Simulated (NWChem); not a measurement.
# C2H4OS (SMILES CC(=O)S): levels of theory compared

Wanted: a comparison of 4 runs (HF/3-21G, B3LYP/6-31G*, PBE/def2-SVP) of C2H4OS. 

The calculation is run with NWChem 7.3.0.

1 further run of the same task is left out (set aside as unsound or not needed). Runs told in other sessions of the task aren't counted.

### Step 1. Starting point

C2H4OS: 8 atoms, total charge 0, spin state singlet. As SMILES, `CC(=O)S`. The coordinates come from a PBE0-D4/def2-TZVP relaxation. This is one conformer, not always the lowest.

Bond lengths: C1–C2 1.502 Å, C2–O3 1.197 Å, C2–S4 1.790 Å, C1–H5 1.089 Å, C1–H6 1.091 Å, C1–H7 1.093 Å, S4–H8 1.343 Å. Angles: C1–C2–O3 124.3°, C1–C2–S4 112.8°, O3–C2–S4 122.9°, C2–C1–H5 109.1°, C2–C1–H6 111.9°, C2–C1–H7 108.4°, C2–S4–H8 94.2°, H5–C1–H6 110.6°, H5–C1–H7 108.7°, H6–C1–H7 108.0°.

### Step 2. Energy and forces at HF/3-21G (run 1)

run.py

```python
from ase import Atoms
from ase.calculators.nwchem import NWChem

atoms = Atoms('CCOSHHHH', positions=[
    [0.009370, 1.055190, -0.001860],
    [0.278630, -0.411990, -0.177640],
    [1.155120, -0.860900, -0.857880],
    [-0.880520, -1.440710, 0.717560],
    [0.927940, 1.610960, -0.185020],
    [-0.384160, 1.280630, 0.989940],
    [-0.737970, 1.359090, -0.739990],
    [-0.368420, -2.592290, 0.254890],
])

calc = NWChem(
    label='m1',
    theory='scf',
    memory='2200 mb',
    basis='3-21G',
    basispar='spherical bse',
    scf={'nopen': '0', 'rhf': None, 'thresh': '1e-08', 'maxiter': '80'},
)
atoms.calc = calc

forces = atoms.get_forces()
e = atoms.get_potential_energy()
print(f"E = {e:.6f} eV")
print("forces (eV/A):")
for s, f in zip(atoms.symbols, forces):
    print(f"{s:2s} {f[0]:10.5f} {f[1]:10.5f} {f[2]:10.5f}")
print("dipole (e A):", atoms.get_dipole_moment().round(4))
```

Launch:

```sh
export ASE_NWCHEM_COMMAND="nwchem PREFIX.nwi > PREFIX.nwo"
python run.py
```

Output:

```text
E = -14901.434934 eV
forces (eV/A):
C    -0.12809    0.43961    0.08361
C     0.62365    1.20657   -0.42608
O     0.25392   -0.31028   -0.18676
S    -0.77128   -0.80152    0.57217
H    -0.27809   -0.14537    0.04787
H     0.17021   -0.05476   -0.32499
H     0.19602   -0.03255    0.18774
H    -0.06639   -0.30169    0.04643
dipole (e A): [-0.1792  0.263   0.0999]
```

The calculator wrote m1.nwi:

```
title "m1"

permanent_dir m1

scratch_dir m1

start m1

geometry units angstrom nocenter noautosym noautoz
  C  9.3699999999999999e-03 1.0551900000000001e+00 -1.8600000000000001e-03
  C  2.7862999999999999e-01 -4.1199000000000002e-01 -1.7763999999999999e-01
  O  1.1551199999999999e+00 -8.6090000000000000e-01 -8.5787999999999998e-01
  S  -8.8051999999999997e-01 -1.4407099999999999e+00 7.1755999999999998e-01
  H  9.2793999999999999e-01 1.6109599999999999e+00 -1.8501999999999999e-01
  H  -3.8416000000000000e-01 1.2806299999999999e+00 9.8994000000000004e-01
  H  -7.3797000000000001e-01 1.3590899999999999e+00 -7.3999000000000004e-01
  H  -3.6842000000000003e-01 -2.5922900000000002e+00 2.5489000000000001e-01
end

memory 2200 mb

basis spherical bse noprint
   * library 3-21G
end

scf
  nopen 0
  rhf
  thresh 1e-08
  maxiter 80
end

task scf gradient
```

m1.nwo:

```text
Northwest Computational Chemistry Package (NWChem) 7.3.0
             --------------------------------------------------------

           Job information
           ---------------

    nwchem branch   = 7.3.0
    use scalapack   = T
    input           = m1.nwi
    prefix          = m1.
    data base       = m1/m1.db
    status          = startup
    nproc           =        1

           Memory information
           ------------------

    heap     =     72089600 doubles =      550.0 Mbytes
    stack    =     72089597 doubles =      550.0 Mbytes
    global   =    144179200 doubles =     1100.0 Mbytes (distinct from heap & stack)
    total    =    288358397 doubles =     2200.0 Mbytes
    verify   = yes
    hardfail = no

           Directory information
           ---------------------

  0 permanent = m1
  0 scratch   = m1

                                NWChem Input Module
                                -------------------

                                        m1
                                        --

[... 124 lines left out ...]
 Convergence threshold     :          1.000E-08
[... 13 lines left out ...]
       Final RHF  results
[... 3 lines left out ...]
      One-electron energy =  -1060.191890581926
[... 1 line left out ...]
 Nuclear repulsion energy =    154.200147487274
[... 38 lines left out ...]
                       ROHF Final Molecular Orbital Analysis
[... 206 lines left out ...]
     1   1 0 0     -0.338570      0.000000     -6.957914
[... 8 lines of this table left out ...]
     2   0 0 2    -25.818842      0.000000     56.930145

                              NWChem Gradients Module
                              -----------------------

                                        m1

  wavefunction    =   RHF

                         RHF ENERGY GRADIENTS

    atom               coordinates                        gradient
                 x          y          z           x          y          z
   1 C       0.017707   1.994020  -0.003515    0.002491  -0.008549  -0.001626
   2 C       0.526534  -0.778548  -0.335691   -0.012128  -0.023464   0.008286
   3 O       2.182860  -1.626865  -1.621158   -0.004938   0.006034   0.003632
[... 4 lines of this table left out ...]
   8 H      -0.696213  -4.898718   0.481672    0.001291   0.005867  -0.000903

                 ----------------------------------------
                 |  Time  |  1-e(secs)   |  2-e(secs)   |
                 ----------------------------------------
                 |  CPU   |       0.00   |       0.28   |
                 ----------------------------------------
                 |  WALL  |       0.00   |       0.28   |
                 ----------------------------------------

 Task  times  cpu:        1.6s     wall:        1.6s
 Total times  cpu:        1.7s     wall:        1.7s
```

Wall time 2.5 s (1 thread of Intel Xeon 6975P-C (Granite Rapids), shared host); peak memory 0.1 GiB.

### Step 3. Energy and forces at B3LYP/6-31G(d) (spherical functions) (run 2)

c2h4os.nw

```
START c2h4os
TITLE "C2H4OS"
memory 2200 mb
charge 0

GEOMETRY noautosym nocenter noautoz
 C        0.009370       1.055190      -0.001860
 C        0.278630      -0.411990      -0.177640
 O        1.155120      -0.860900      -0.857880
 S       -0.880520      -1.440710       0.717560
 H        0.927940       1.610960      -0.185020
 H       -0.384160       1.280630       0.989940
 H       -0.737970       1.359090      -0.739990
 H       -0.368420      -2.592290       0.254890
END

BASIS spherical bse
 C library 6-31G*
 O library 6-31G*
 S library 6-31G*
 H library 6-31G*
END

DFT
 xc b3lyp
 grid xfine
 convergence energy 1e-08
 iterations 100
 mulliken
 print medium
END

TASK dft gradient
```

Launch:

```sh
nwchem c2h4os.nw > c2h4os.out
```

Output:

```text
[...]
          Wavefunction type:  closed shell.
          No. of atoms     :     8
          No. of electrons :    40
[...]
          Charge           :     0
          Spin multiplicity:     1
[...]
          AO basis - number of functions:    68
[...]
              XC Information
              --------------
                         B3LYP Method XC Potential
                     Hartree-Fock (Exact) Exchange  0.200
                        Slater Exchange Functional  0.800 local
                    Becke 1988 Exchange Functional  0.720 non-local
              Lee-Yang-Parr Correlation Functional  0.810
                  VWN I RPA Correlation Functional  0.190 local
[...]
 d= 0,ls=0.0,diis     1   -551.9005488083 -7.06D+02  2.52D-02  1.04D+00     2.0
[...]
 d= 0,ls=0.0,diis    11   -552.0283036308 -4.19D-10  5.66D-07  6.92D-10    18.4
         Total DFT energy =     -552.028303630799
      One electron energy =    -1064.599628256618
           Coulomb energy =      405.028791052971
    Exchange-Corr. energy =      -46.657613914426
 Nuclear repulsion energy =      154.200147487275
[...]
      Total Density - Mulliken Population Analysis
     ---------------------------------------------
    Atom       Charge   Shell Charges
 -----------   ------   -------------------------------------------------------
    1 C    6     6.52   2.00  0.67  2.16  0.64  1.02  0.03
    2 C    6     5.75   2.00  0.71  1.93  0.43  0.59  0.09
    3 O    8     8.37   2.00  0.92  2.87  0.93  1.61  0.03
    4 S   16    16.06   2.00  2.00  5.97  1.37  3.07  0.48  1.11  0.06
    5 H    1     0.81   0.52  0.29
    6 H    1     0.82   0.52  0.30
    7 H    1     0.80   0.52  0.29
    8 H    1     0.87   0.50  0.37
[...]
  wavefunction    = closed shell
                         DFT ENERGY GRADIENTS
    atom               coordinates                        gradient
                 x          y          z           x          y          z
   1 C       0.017707   1.994020  -0.003515    0.001479  -0.004728  -0.000311
   2 C       0.526534  -0.778548  -0.335691    0.003993  -0.006882  -0.004399
   3 O       2.182860  -1.626865  -1.621158   -0.013895   0.007447   0.010988
   4 S      -1.663942  -2.722547   1.355992    0.008677   0.005717  -0.006656
   5 H       1.753552   3.044273  -0.349637   -0.001686  -0.001492   0.000245
   6 H      -0.725957   2.420040   1.870715    0.000531  -0.001537  -0.001915
   7 H      -1.394561   2.568308  -1.398378    0.001488  -0.001672   0.001389
   8 H      -0.696213  -4.898718   0.481672   -0.000588   0.003147   0.000658
[...]
```

Wall time 23 s (1 thread of Intel Xeon 6975P-C (Granite Rapids), shared host); peak memory 0.14 GiB.

Run 3 isn't shown in full; the table further down has it.

### Step 4. Energy and gradient at PBE/def2-SVP (run 4)

c2h4os.nw

```
start c2h4os
memory total 2200 mb
charge 0

geometry units angstrom noautosym nocenter noautoz
 C        0.009370       1.055190      -0.001860
 C        0.278630      -0.411990      -0.177640
 O        1.155120      -0.860900      -0.857880
 S       -0.880520      -1.440710       0.717560
 H        0.927940       1.610960      -0.185020
 H       -0.384160       1.280630       0.989940
 H       -0.737970       1.359090      -0.739990
 H       -0.368420      -2.592290       0.254890
end

basis spherical bse
 * library def2-SVP
end

dft
 xc xpbe96 cpbe96
 grid xfine
 convergence energy 1e-08
 iterations 100
 mulliken
end

task dft gradient
```

Launch:

```sh
nwchem c2h4os.nw > c2h4os.out
```

Output:

```text
[...]
          Wavefunction type:  closed shell.
          No. of atoms     :     8
          No. of electrons :    40
[...]
          Charge           :     0
          Spin multiplicity:     1
[...]
          AO basis - number of functions:    80
[...]
              XC Information
              --------------
          PerdewBurkeErnzerhof Exchange Functional  1.000
            Perdew 1991 LDA Correlation Functional  1.000 local
           PerdewBurkeErnz. Correlation Functional  1.000 non-local
[...]
 d= 0,ls=0.0,diis     1   -551.3154571784 -7.06D+02  3.62D-02  1.11D+00     2.0
[...]
 d= 0,ls=0.0,diis    12   -551.4482082049 -1.29D-10  1.49D-07  1.01D-10    21.5
         Total DFT energy =     -551.448208204870
      One electron energy =    -1064.244000151896
           Coulomb energy =      404.820234115699
    Exchange-Corr. energy =      -46.224589655947
 Nuclear repulsion energy =      154.200147487275
[...]
      Total Density - Mulliken Population Analysis
     ---------------------------------------------
    Atom       Charge   Shell Charges
 -----------   ------   -------------------------------------------------------
    1 C    6     5.98   1.98  0.91  0.07  2.16  0.83  0.02
    2 C    6     6.09   1.99  0.97  0.23  2.00  0.82  0.10
    3 O    8     8.14   1.99  1.11  0.65  2.83  1.54  0.02
    4 S   16    16.05   2.00  1.98  1.26  0.59  5.92  1.85  2.38  0.06
    5 H    1     0.94   0.73  0.19  0.02
    6 H    1     0.95   0.73  0.19  0.02
    7 H    1     0.93   0.73  0.18  0.02
    8 H    1     0.91   0.71  0.17  0.03
[...]
  wavefunction    = closed shell
                         DFT ENERGY GRADIENTS
    atom               coordinates                        gradient
                 x          y          z           x          y          z
   1 C       0.017707   1.994020  -0.003515    0.000962   0.003468  -0.001218
   2 C       0.526534  -0.778548  -0.335691    0.009183  -0.007596  -0.008116
   3 O       2.182860  -1.626865  -1.621158   -0.021250   0.010537   0.016722
   4 S      -1.663942  -2.722547   1.355992    0.013001  -0.001835  -0.010331
   5 H       1.753552   3.044273  -0.349637   -0.009218  -0.005743   0.002093
   6 H      -0.725957   2.420040   1.870715    0.004088  -0.003133  -0.009791
   7 H      -1.394561   2.568308  -1.398378    0.007248  -0.003901   0.007119
   8 H      -0.696213  -4.898718   0.481672   -0.004014   0.008203   0.003521
[...]
```

Run time: 26 s. Hardware: 1 thread of Intel Xeon 6975P-C (Granite Rapids), shared host; peak memory 0.14 GiB.

### Step 5. The series

```tsv
run	level	iteration cap	module	energy (Eh)	dipole moment (D)	HOMO energy (eV)	LUMO energy (eV)	wall time
1	HF/3-21G	80	scf	-547.617638	1.60	-10.73	4.06	2.5 s
2	B3LYP/6-31G* (spherical functions)	100	dft	-552.028304	1.52	-7.19	-0.52	23 s
3	B3LYP/6-31G* (Cartesian functions)	100	dft	-552.034157	1.53	-7.20	-0.53	24 s
4	PBE/def2-SVP	100	dft	-551.448208	1.46	-5.99	-1.43	26 s
```

### Step 6. Summary of results

| quantity | value |
| --- | --- |
| run 4: total energy | -551.44821 Eh |
| run 4: dipole moment | 1.46 D |
| run 4: HOMO energy | -5.99 eV |
| run 4: LUMO energy | -1.43 eV |
| run 4: HOMO–LUMO gap | 4.56 eV |
| run 4: largest force on an atom | 1.492 eV/Å |

The dipole moment (its size) runs from 1.46 D (PBE/def2-SVP) to 1.60 D (HF/3-21G). The two ends differ in method and basis. The HOMO–LUMO gap runs from 4.56 eV (PBE/def2-SVP) to 14.78 eV (HF/3-21G). Totals of different functionals can't be ranked against each other. All runs together took 75 s, the longest 26 s.
